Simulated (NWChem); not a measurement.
System: nitrogen (N₂); SMILES N#N

The following NWChem deck was run.

```
start job
memory heap 200 mb stack 900 mb global 1100 mb
geometry units angstroms noautosym nocenter noautoz
  N      0.000000     0.000000     0.544738
  N      0.000000     0.000000    -0.544738
end
basis spherical
  * library 6-31g*
end
dft
  xc b3lyp
  iterations 150
end
cosmo
  do_cosmo_smd true
  solvent water
end
task dft energy
```

NWChem printed, in part:

```
             Northwest Computational Chemistry Package (NWChem) 7.3.0
             --------------------------------------------------------

                             Geometry "geometry" -> ""
                             -------------------------

 Output coordinates in angstroms (scale by  1.889725989 to convert to a.u.)

  No.       Tag          Charge          X              Y              Z
 ---- ---------------- ---------- -------------- -------------- --------------
    1 N                    7.0000     0.00000000     0.00000000     0.54473800
    2 N                    7.0000     0.00000000     0.00000000    -0.54473800

 Effective nuclear repulsion energy (a.u.)      23.8001435562

                                 NWChem DFT Module
                                 -----------------

 Summary of "ao basis" -> "ao basis" (spherical)
 ------------------------------------------------------------------------------
       Tag                 Description            Shells   Functions and Types
 ---------------- ------------------------------  ------  ---------------------
 N                           6-31g*                  6       14   3s2p1d

 in cosmo_initialize ...
 calling solv_data for solv:h2o

 solvent parameters
 solvname_short: h2o
 solvname_long:  water
 dielec:       78.4000
 dielecinf:     1.7769
 aqueous SMD model solvent descriptors
 dielec:       78.4000
 sola:          0.8200

          ---------------
          -cosmo- solvent
          ---------------
 Cosmo: York-Karplus, doi: 10.1021/jp992097l
 dielectric constant -eps-     =  78.40
 screen = (eps-1)/(eps    )    =   0.98724
 surface charge correction     = lagrangian

   van der Waals surface
 --------------------------

 ---------- ATOMIC COORDINATES (A.U.) ------------ VDWR(ANG.) --
     1    0.00000000    0.00000000    1.02940556     1.890
     2    0.00000000    0.00000000   -1.02940556     1.890
 number of segments per atom =        128
 number of   points per atom =        128
 atom (   nspa,  nppa )
 ----------------------
    1 (     92,     0 )       0
    2 (     92,     0 )       0
 number of -cosmo- surface points =      184
 molecular surface =     61.056 angstrom**2
 molecular volume  =     41.378 angstrom**3
 -lineq- algorithm             =   0
 -bem- low  level              =   3
 -bem- from -octahedral-
 gaussian surface charge width =   4.50000
 degree of switching           =   1.00000
 switching function tolerance  =   0.00010
 atomic radii =
 --------------
    1  7.000  1.890
    2  7.000  1.890
 ...... end of -cosmo- initialization ......

 nat:                     2
 ixmem:                   309
 calling mnsol_interface()
 G(SMD-CDS) energy (kcal/mol)  =     0.000
 SMD-CDS SASA (angstrom**2)    =    61.132

            General Information
            -------------------
          SCF calculation type: DFT
          Wavefunction type:  closed shell.
          No. of atoms     :     2
          No. of electrons :    14
           Alpha electrons :     7
            Beta electrons :     7
          Charge           :     0
          Spin multiplicity:     1
          Use of symmetry is: off; symmetry adaption is: off
          Maximum number of iterations: 150
          AO basis - number of functions:    28
                     number of shells:    12
          Convergence on energy requested:  1.00D-06
          Convergence on density requested:  1.00D-05
          Convergence on gradient requested:  5.00D-04

              XC Information
              --------------
                         B3LYP Method XC Potential
                     Hartree-Fock (Exact) Exchange  0.200
                        Slater Exchange Functional  0.800 local
                    Becke 1988 Exchange Functional  0.720 non-local
              Lee-Yang-Parr Correlation Functional  0.810
                  VWN I RPA Correlation Functional  0.190 local

             Grid Information
             ----------------
          Grid used for XC integration:  medium
          Radial quadrature: Mura-Knowles
          Angular quadrature: Lebedev.
          Tag              B.-S. Rad. Rad. Pts. Rad. Cut. Ang. Pts.
          ---              ---------- --------- --------- ---------
          N                   0.65       49           5.0       434
          Grid pruning is: on
          Number of quadrature shells:    98
          Spatial weights used:  Erf1

      Superposition of Atomic Density Guess
      -------------------------------------

 Sum of atomic energies:        -108.58747649

      Non-variational initial energy
      ------------------------------

 Total energy =    -109.122917
 1-e energy   =    -194.210141
 2-e energy   =      61.287080
 HOMO         =      -0.425199
 LUMO         =       0.033625

   convergence    iter        energy       DeltaE   RMS-Dens  Diis-err
 ---------------- ----- ----------------- --------- --------- ---------
     COSMO gas phase
 d= 0,ls=0.0,diis     1   -109.5030267758 -1.33D+02  1.14D-02  1.65D-01
 d= 0,ls=0.0,diis     2   -109.5157937716 -1.28D-02  4.88D-03  3.37D-02
 d= 0,ls=0.0,diis     3   -109.5198219409 -4.03D-03  7.87D-04  1.20D-03
 d= 0,ls=0.0,diis     4   -109.5199754342 -1.53D-04  1.18D-05  1.08D-07
 d= 0,ls=0.0,diis     5   -109.5199754504 -1.62D-08  7.87D-07  1.16D-09

   convergence    iter        energy       DeltaE   RMS-Dens  Diis-err
 ---------------- ----- ----------------- --------- --------- ---------
     COSMO solvation phase
 d= 0,ls=0.0,diis     1   -109.5205886598 -6.13D-04  1.86D-03  1.22D-04
 d= 0,ls=0.0,diis     2   -109.5206128454 -2.42D-05  9.41D-05  7.87D-06
 d= 0,ls=0.0,diis     3   -109.5206136408 -7.95D-07  3.64D-05  8.34D-07
 d= 0,ls=0.0,diis     4   -109.5206137381 -9.74D-08  4.56D-06  2.59D-08

         Total DFT energy =     -109.520613738129
      One electron energy =     -194.797314040591
           Coulomb energy =       75.219853455517
    Exchange-Corr. energy =      -13.712734693652
 Nuclear repulsion energy =       23.800143556155

             COSMO energy =       -0.030562015558

 Numeric. integr. density =       14.000000445232

                                COSMO-SMD solvation results
                                ---------------------------

             internal energy in gas <Psi(g)|H|Psi(g)> =      -109.519975450370
         internal energy in solvent <Psi(s)|H|Psi(s)> =      -109.519949331837
                               delta internal energy  =         0.000026118533 (    0.02 kcal/mol)
   total free energy in solvent <Psi(s)|H+V/2|Psi(s)> =      -109.520613738129
 polarization energy contribution <Psi(s)|V/2|Psi(s)> =        -0.000664406292 (   -0.42 kcal/mol)
    total free energy in solvent including G(SMD-CDS) =      -109.520613738129
                       G(SMD-CDS) energy contribution =         0.000000000000 (    0.00 kcal/mol)
     1 M fixed-concentration free energy of solvation =        -0.000638287759 (   -0.40 kcal/mol)

                       DFT Final Molecular Orbital Analysis
                       ------------------------------------

 Vector    5  Occ=2.000000D+00  E=-4.642700D-01
              MO Center=  9.9D-16,  2.3D-16, -9.4D-08, r^2= 8.7D-01
   Bfn.  Coefficient  Atom+Function         Bfn.  Coefficient  Atom+Function
  ----- ------------  ---------------      ----- ------------  ---------------
     4      0.332092  1 N  py                18      0.332092  2 N  py
     3      0.310888  1 N  px                17      0.310888  2 N  px
     8      0.168311  1 N  py                22      0.168311  2 N  py
     7      0.157564  1 N  px                21      0.157564  2 N  px
    11     -0.028499  1 N  d -1              25      0.028499  2 N  d -1

 Vector    6  Occ=2.000000D+00  E=-4.642700D-01
              MO Center= -2.5D-14,  2.4D-14, -9.4D-08, r^2= 8.7D-01
   Bfn.  Coefficient  Atom+Function         Bfn.  Coefficient  Atom+Function
  ----- ------------  ---------------      ----- ------------  ---------------
     3      0.332092  1 N  px                17      0.332092  2 N  px
     4     -0.310888  1 N  py                18     -0.310888  2 N  py
     7      0.168311  1 N  px                21      0.168311  2 N  px
     8     -0.157564  1 N  py                22     -0.157564  2 N  py
    13      0.028499  1 N  d  1              27     -0.028499  2 N  d  1

 Vector    7  Occ=2.000000D+00  E=-4.258560D-01
              MO Center=  2.7D-14, -2.2D-14,  5.7D-07, r^2= 1.3D+00
   Bfn.  Coefficient  Atom+Function         Bfn.  Coefficient  Atom+Function
  ----- ------------  ---------------      ----- ------------  ---------------
     5      0.458422  1 N  pz                19     -0.458422  2 N  pz
     6      0.331312  1 N  s                 20      0.331312  2 N  s
     9      0.196217  1 N  pz                23     -0.196217  2 N  pz
     2      0.101905  1 N  s                 16      0.101905  2 N  s
     1     -0.056799  1 N  s                 15     -0.056799  2 N  s

 Vector    8  Occ=0.000000D+00  E=-1.393473D-02
              MO Center=  2.9D-15, -1.1D-15,  9.3D-08, r^2= 1.2D+00
   Bfn.  Coefficient  Atom+Function         Bfn.  Coefficient  Atom+Function
  ----- ------------  ---------------      ----- ------------  ---------------
     8      0.514641  1 N  py                22     -0.514641  2 N  py
     4      0.453179  1 N  py                18     -0.453179  2 N  py
     7      0.249424  1 N  px                21     -0.249424  2 N  px
     3      0.219636  1 N  px                17     -0.219636  2 N  px

 Vector    9  Occ=0.000000D+00  E=-1.393473D-02
              MO Center=  5.0D-15, -9.0D-16,  9.3D-08, r^2= 1.2D+00
   Bfn.  Coefficient  Atom+Function         Bfn.  Coefficient  Atom+Function
  ----- ------------  ---------------      ----- ------------  ---------------
     7      0.514641  1 N  px                21     -0.514641  2 N  px
     3      0.453179  1 N  px                17     -0.453179  2 N  px
     8     -0.249424  1 N  py                22      0.249424  2 N  py
     4     -0.219636  1 N  py                18      0.219636  2 N  py

 Vector   10  Occ=0.000000D+00  E= 4.181297D-01
              MO Center= -2.3D-16,  2.6D-15, -2.8D-07, r^2= 3.1D+00
   Bfn.  Coefficient  Atom+Function         Bfn.  Coefficient  Atom+Function
  ----- ------------  ---------------      ----- ------------  ---------------
     6      4.195818  1 N  s                 20     -4.195818  2 N  s
     9     -2.717541  1 N  pz                23     -2.717541  2 N  pz
     2      0.237518  1 N  s                 16     -0.237518  2 N  s
     1     -0.103679  1 N  s                 15      0.103679  2 N  s
     5     -0.094330  1 N  pz                19     -0.094330  2 N  pz

     Multipole analysis of the density
     ---------------------------------

     L   x y z        total         alpha         beta         nuclear
     -   - - -        -----         -----         ----         -------
     0   0 0 0     -0.000000     -7.000000     -7.000000     14.000000

     1   1 0 0      0.000000      0.000000      0.000000      0.000000
     1   0 1 0     -0.000000     -0.000000     -0.000000      0.000000
     1   0 0 1      0.000001      0.000000      0.000000      0.000000

     2   2 0 0     -7.395782     -3.697891     -3.697891      0.000000
     2   1 1 0      0.000000      0.000000      0.000000      0.000000
     2   1 0 1      0.000000      0.000000      0.000000      0.000000
     2   0 2 0     -7.395782     -3.697891     -3.697891      0.000000
     2   0 1 1     -0.000000     -0.000000     -0.000000      0.000000
     2   0 0 2     -8.664741    -11.750101    -11.750101     14.835461
```

Level: B3LYP/6-31G* (spherical d), SMD on the gas-phase geometry. The geometry was optimised at PBE0-D3(BJ)/def2-TZVP. Solvent: water.
